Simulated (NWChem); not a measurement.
**One shape, several levels: CHCl2F (SMILES FC(Cl)Cl)**

Aim: a comparison of 6 runs (revPBE/def2-SVPD, BLYP/def2-SVPD, PBE/def2-SVPD, SVWN5/def2-SVPD, TPSS/def2-SVPD, CCSD(T)/def2-SVPD) of CHCl2F. 

The results are computed with NWChem 7.3.0.

### 1 The system as given

CHCl2F has 5 atoms, charge 0, and is taken as a singlet. As SMILES, `FC(Cl)Cl`. The F1–C2 distance was set to 2.011 Å, away from the relaxed value. At this shape a bond of the SMILES string is far longer than usual.

Bond lengths: C2–Cl3 1.759 Å, C2–Cl4 1.759 Å, C2–H5 1.088 Å. Angles: Cl3–C2–Cl4 111.6°, Cl3–C2–H5 108.4°, Cl4–C2–H5 108.4°. A long bond or contact: F1–C2 2.011 Å.

### 2 A single-point energy at revPBE/def2-SVPD (run 1)

Contents of struct.nw:

```
start struct
title "CHCl2F"
memory stack 880 mb heap 220 mb global 1100 mb
geometry noautosym nocenter noautoz
  F       -0.889116       0.149051       1.830283
  C        0.006400       0.099400       0.030700
  Cl       1.459900      -0.886800       0.126900
  Cl      -1.120400      -0.525200      -1.167100
  H        0.294600       1.106400      -0.262500
end
basis "ao basis" spherical bse
  * library def2-SVPD
end
dft
  xc revpbe cpbe96
  mult 1
  grid fine
  convergence energy 1e-08
  iterations 100
  mulliken
  print low
end
task dft
```

On the command line:

```sh
$ nwchem struct.nw > struct.out
```

The log of the run:

```text
[...]
 d= 0,ls=0.0,diis     1  -1057.9750313402 -1.25D+03  6.25D-02  2.02D+00     3.1
[...]
 d= 0,ls=0.0,diis    13  -1058.2786650760 -3.14D-09  1.77D-07  3.08D-10    26.6
         Total DFT energy =    -1058.278665076027
      One electron energy =    -1844.754985712761
           Coulomb energy =      665.597980286163
    Exchange-Corr. energy =      -72.270769194329
 Nuclear repulsion energy =      193.149109544901
[...]
      Total Density - Mulliken Population Analysis
     ---------------------------------------------
    Atom       Charge   Shell Charges
 -----------   ------   -------------------------------------------------------
    1 F    9     9.39   1.99  1.17  0.79  0.04  3.23  1.93  0.23  0.00  0.01
    2 C    6     5.35   1.99  1.04 -0.07 -0.09  1.79  0.72  0.05 -0.07
    3 Cl  17    17.22   2.00  1.98  1.31  0.64  0.01  5.93  2.15  2.93  0.18  0.04  0.04
    4 Cl  17    17.22   2.00  1.98  1.31  0.64  0.01  5.93  2.15  2.93  0.18  0.04  0.04
    5 H    1     0.82   0.74  0.02  0.02  0.04
[...]
```

Run time: 27 s. Hardware: 1 thread of Intel Xeon Platinum 8488C (Sapphire Rapids), shared host; peak memory 0.11 GiB.

### 3 A single-point energy at BLYP/def2-SVPD (run 2)

Contents of mol.xyz:

```xyz
5

F     -0.889116     0.149051     1.830283
C      0.006400     0.099400     0.030700
Cl     1.459900    -0.886800     0.126900
Cl    -1.120400    -0.525200    -1.167100
H      0.294600     1.106400    -0.262500
```

Contents of mol.nw:

```
START mol
memory total 2200 mb

GEOMETRY noautosym nocenter noautoz
  load mol.xyz
END

BASIS spherical bse
  F library def2-SVPD
  C library def2-SVPD
  Cl library def2-SVPD
  H library def2-SVPD
END

DFT
  xc becke88 lyp
  grid fine
  convergence energy 1e-08
  iterations 100
  mulliken
  print medium
END

TASK dft energy
```

On the command line:

```sh
$ nwchem mol.nw > mol.out
```

The log of the run:

```text
[...]
          Wavefunction type:  closed shell.
          No. of atoms     :     5
          No. of electrons :    50
[...]
          Charge           :     0
          Spin multiplicity:     1
[...]
          AO basis - number of functions:   105
[...]
              XC Information
              --------------
                    Becke 1988 Exchange Functional  1.000
              Lee-Yang-Parr Correlation Functional  1.000
[...]
 d= 0,ls=0.0,diis     1  -1058.1516798146 -1.25D+03  5.92D-02  2.12D+00     3.1
[...]
 d= 0,ls=0.0,diis    13  -1058.4624590478 -1.14D-09  1.52D-07  3.00D-10    26.4
         Total DFT energy =    -1058.462459047767
      One electron energy =    -1844.770509459618
           Coulomb energy =      665.617554832683
    Exchange-Corr. energy =      -72.458613965734
 Nuclear repulsion energy =      193.149109544901
[...]
      Total Density - Mulliken Population Analysis
     ---------------------------------------------
    Atom       Charge   Shell Charges
 -----------   ------   -------------------------------------------------------
    1 F    9     9.40   1.99  1.17  0.78  0.06  3.25  1.91  0.24  0.00  0.01
    2 C    6     5.35   1.99  1.06 -0.17 -0.03  1.82  0.62  0.05  0.02
    3 Cl  17    17.15   2.00  1.98  1.34  0.60  0.03  5.92  2.17  2.86  0.17  0.03  0.04
    4 Cl  17    17.15   2.00  1.98  1.34  0.60  0.03  5.92  2.17  2.86  0.17  0.03  0.04
    5 H    1     0.95   0.74  0.15  0.02  0.04
[...]
```

Wall time 27 s (1 thread of Intel Xeon Platinum 8488C (Sapphire Rapids), shared host); peak memory 0.12 GiB.

Runs 3 to 5 aren't shown in full; the table further down has their settings and results.

### 4 A single-point energy at CCSD(T)/def2-SVPD (run 6)

Contents of m1.xyz:

```xyz
5
CHCl2F
F     -0.889116     0.149051     1.830283
C      0.006400     0.099400     0.030700
Cl     1.459900    -0.886800     0.126900
Cl    -1.120400    -0.525200    -1.167100
H      0.294600     1.106400    -0.262500
```

Contents of m1.nw:

```
start m1
title "CHCl2F"
memory 2200 mb
geometry noautosym nocenter noautoz
  load format xyz m1.xyz
end
basis spherical bse
  * library def2-SVPD
end
scf
  thresh 1e-08
  maxiter 80
end
ccsd
  freeze core 12
  maxiter 60
end
task ccsd(t) energy
```

On the command line:

```sh
$ nwchem m1.nw > m1.out
```

The log of the run:

```text
[...]
  functions       =   105
[...]
  wavefunction    = RHF
[...]
         Total SCF energy =  -1056.358580489565
      One-electron energy =  -1844.287368568005
      Two-electron energy =    594.779678533538
 Nuclear repulsion energy =    193.149109544901
        Time for solution =     24.4s
[...]
 Total MP2 energy:          -1057.022349648379304
[...]
             energy      energy      error      ampl     ampl      Block
                                                time     time      time
[...]
 Total CCSD energy:          -1057.047795638989101
[...]
 Total CCSD+T(CCSD) energy:          -1057.080947041609306
[...]
 Total CCSD(T) energy:               -1057.076459468393068
[...]
```

Wall time 5.1 min (1 thread of Intel Xeon Platinum 8488C (Sapphire Rapids), shared host); peak memory 0.37 GiB.

### 5 All runs side by side

| run | level | integration grid | iteration cap | energy (Eh) | wall time |
| --- | --- | --- | --- | --- | --- |
| 1 | revPBE/def2-SVPD | fine | 100 | -1058.278665 | 27 s |
| 2 | BLYP/def2-SVPD | fine | 100 | -1058.462459 | 27 s |
| 3 | PBE/def2-SVPD | fine | 100 | -1057.971297 | 24 s |
| 4 | SVWN5/def2-SVPD | fine | 100 | -1054.530552 | 17 s |
| 5 | TPSS/def2-SVPD | fine | 100 | -1058.538627 | 32 s |
| 6 | CCSD(T)/def2-SVPD | – | 80 | -1057.076459 | 5.1 min |

### 6 Outcome

```
                                           quantity           value
                                run 6: total energy  -1057.07646 Eh
         run 6: HOMO energy (Hartree–Fock orbitals)       -13.35 eV
         run 6: LUMO energy (Hartree–Fock orbitals)         0.07 eV
       run 6: HOMO–LUMO gap (Hartree–Fock orbitals)        13.41 eV
run 6: correlation energy (12 core orbitals frozen)      -717.9 mEh
                              run 6: (T) correction      -28.66 mEh
```

Over runs 2, 3, 4, 5 the dipole moment (its size) runs from 3.67 D (TPSS/def2-SVPD) to 3.81 D (SVWN5/def2-SVPD). Over runs 2, 3, 4, 5 the HOMO–LUMO gap runs from 2.92 eV (SVWN5/def2-SVPD) to 3.17 eV (TPSS/def2-SVPD). Totals of different functionals can't be ranked against each other. All runs together took 7.2 min, the longest 5.1 min.
